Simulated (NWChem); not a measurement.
**One shape, several levels: [NH2]− (SMILES [NH2-])**

Aim: a comparison of 6 runs (HF/STO-3G, HF/def2-SVP, B3LYP/6-31G*, r2SCAN/pcseg-1, SVWN5/def2-TZVP, CCSD/aug-cc-pVTZ) of [NH2]−. 

The results are computed with NWChem 7.3.0.

## (1) Starting point

The species is [NH2]− (3 atoms), meant as a singlet with charge -1. SMILES: `[NH2-]`. Geometry: relaxed at PBE0-D4/def2-TZVPD.

Bond lengths: N1–H2 1.027 Å, N1–H3 1.027 Å. Angles: H2–N1–H3 101.8°.

## (2) Energy and gradient at HF/STO-3G (run 1)

The input, job.nw:

```
start job
title "H2N"
memory total 2200 mb
charge -1
geometry noautosym nocenter noautoz
   N      0.342200    -0.203000     0.168700
   H      0.125500     0.801200     0.156000
   H     -0.467700    -0.598200    -0.324700
end
basis spherical bse
   N library STO-3G
   H library STO-3G
end
scf
   thresh 1e-08
   maxiter 80
end
task scf gradient
```

Command:

```bash
$ nwchem job.nw > job.out
```

Standard output:

```text
[...]
  functions       =     7
[...]
  wavefunction    = RHF
[...]
         Total SCF energy =    -54.577917899336
      One-electron energy =    -94.392742505085
      Two-electron energy =     32.271971643405
 Nuclear repulsion energy =      7.542852962344
        Time for solution =      0.0s
[...]
                         RHF ENERGY GRADIENTS
    atom               coordinates                        gradient
                 x          y          z           x          y          z
   1 N       0.646664  -0.383614   0.318797   -0.060880   0.036127  -0.030012
   2 H       0.237161   1.514048   0.294797    0.023191  -0.035174   0.009131
   3 H      -0.883825  -1.130434  -0.613594    0.037689  -0.000953   0.020881
[...]
```

Run time: 0.71 s. Hardware: 1 thread of Intel Xeon Platinum 8259CL at 2.50GHz (Skylake/Cascade Lake), shared host; peak memory 0.099 GiB.

## (3) Energy and gradient at HF/def2-SVP (run 2)

The input, input.nw:

```
echo
start input
title "H2N hf"
memory 2200 mb
charge -1

geometry noautosym nocenter noautoz
 N     0.342200   -0.203000    0.168700
 H     0.125500    0.801200    0.156000
 H    -0.467700   -0.598200   -0.324700
end

basis "ao basis" spherical bse
 N library def2-SVP
 H library def2-SVP
end

scf
 thresh 1e-08
 maxiter 80
 print medium
end

task scf gradient
```

Command:

```bash
$ nwchem input.nw > input.out
```

Standard output:

```text
[...]
  functions       =    24
[...]
  wavefunction    = RHF
[...]
         Total SCF energy =    -55.435668397227
      One-electron energy =    -93.716764724245
      Two-electron energy =     30.738243364674
 Nuclear repulsion energy =      7.542852962344
        Time for solution =      0.6s
[...]
                         RHF ENERGY GRADIENTS
    atom               coordinates                        gradient
                 x          y          z           x          y          z
   1 N       0.646664  -0.383614   0.318797   -0.010496   0.006235  -0.005173
   2 H       0.237161   1.514048   0.294797    0.005473  -0.002594   0.002768
   3 H      -0.883825  -1.130434  -0.613594    0.005023  -0.003641   0.002405
[...]
```

Wall time 1.4 s (1 thread of Intel Xeon Platinum 8259CL at 2.50GHz (Skylake/Cascade Lake), shared host); peak memory 0.099 GiB.

Runs 3 to 5 aren't shown in full; the table further down has their settings and results.

## (4) The energy at CCSD/aug-cc-pVTZ (run 6)

The input, geom.xyz:

```xyz
3

N      0.342200    -0.203000     0.168700
H      0.125500     0.801200     0.156000
H     -0.467700    -0.598200    -0.324700
```

The input, run.py:

```python
from ase.io import read
from ase.calculators.nwchem import NWChem

atoms = read('geom.xyz')

calc = NWChem(
    label='geom',
    theory='ccsd',
    memory='2200 mb',
    basis='aug-cc-pVTZ',
    basispar='spherical bse',
    charge=-1,
    scf={'nopen': '0', 'rhf': None, 'thresh': '1e-08', 'maxiter': '80'},
    ccsd={'freeze': 'core 1', 'maxiter': '60'},
    task='energy',
)
atoms.calc = calc

e = atoms.get_potential_energy()
print(f"E = {e:.6f} eV")
```

Command:

```bash
$ export ASE_NWCHEM_COMMAND="nwchem PREFIX.nwi > PREFIX.nwo"
$ python run.py
```

Standard output:

```text
E = -1518.724286 eV
```

The calculator wrote geom.nwi:

```
title "geom"

permanent_dir geom

scratch_dir geom

start geom

geometry units angstrom nocenter noautosym noautoz
  N  3.4220000000000000e-01 -2.0300000000000001e-01 1.6869999999999999e-01
  H  1.2550000000000000e-01 8.0120000000000002e-01 1.5600000000000000e-01
  H  -4.6770000000000000e-01 -5.9819999999999995e-01 -3.2469999999999999e-01
end

charge -1

memory 2200 mb

basis spherical bse noprint
   * library aug-cc-pVTZ
end

scf
  nopen 0
  rhf
  thresh 1e-08
  maxiter 80
end
ccsd
  freeze core 1
  maxiter 60
end

task ccsd energy
```

geom.nwo (excerpt; [...] marks lines left out):

```text
[...]
      One-electron energy =    -93.246103176917
[... 1 line left out ...]
 Nuclear repulsion energy =      7.542852962344
[... 23 lines left out ...]
                       ROHF Final Molecular Orbital Analysis
[... 160 lines left out ...]
 MP2 Corr. energy:             -0.261007824779367
[...]
             energy      energy      error      ampl     ampl      Block
[... 6 lines left out ...]
[...]
 Total CCSD energy:            -55.812088523526292
[...]
```

Run time: 3 min. Hardware: 1 thread of Intel Xeon Platinum 8259CL at 2.50GHz (Skylake/Cascade Lake), shared host; peak memory 0.12 GiB.

## (5) The series

| run | level | iteration cap | module | energy (Eh) | HOMO energy (eV) | LUMO energy (eV) | HOMO–LUMO gap (eV) | wall time |
| --- | --- | --- | --- | --- | --- | --- | --- | --- |
| 1 | HF/STO-3G | 80 | scf | -54.577918 | 5.41 | 30.92 | 25.51 | 0.71 s |
| 2 | HF/def2-SVP | 80 | scf | -55.435668 | -0.01 | 12.47 | 12.48 | 1.4 s |
| 3 | B3LYP/6-31G* (spherical functions) | 100 | dft | -55.836864 | – | – | – | 3.9 s |
| 4 | r2SCAN/pcseg-1 | 100 | dft | -55.810852 | – | – | – | 5.1 s |
| 5 | SVWN5/def2-TZVP | 100 | dft | -55.436719 | 3.93 | 6.72 | 2.79 | 5.1 s |
| 6 | CCSD/aug-cc-pVTZ | 80 | ccsd | -55.812089 | -1.33 | 4.50 | 5.83 | 3 min |

## (6) Outcome

```
                                                    quantity         value
                                         run 6: total energy  -55.81209 Eh
                  run 6: HOMO energy (Hartree–Fock orbitals)      -1.33 eV
                  run 6: LUMO energy (Hartree–Fock orbitals)       4.50 eV
run 6: HOMO–LUMO gap (to an unbound level, set by the basis)       5.83 eV
           run 6: correlation energy (1 core orbital frozen)    -263.7 mEh
```

**Reading.** Over runs 1, 2, 5 the HOMO–LUMO gap runs from 2.79 eV (SVWN5/def2-TZVP) to 25.51 eV (HF/STO-3G). The two ends differ in method and basis. The empty levels of an anion lie above zero and hang on the basis. Totals of different functionals can't be ranked against each other. In runs 1, 5 the HOMO lies above zero, so the outermost electron may be held by the basis alone. In run 1 the basis is minimal, so the values are rough. All runs together took 3.3 min, the longest 3 min.
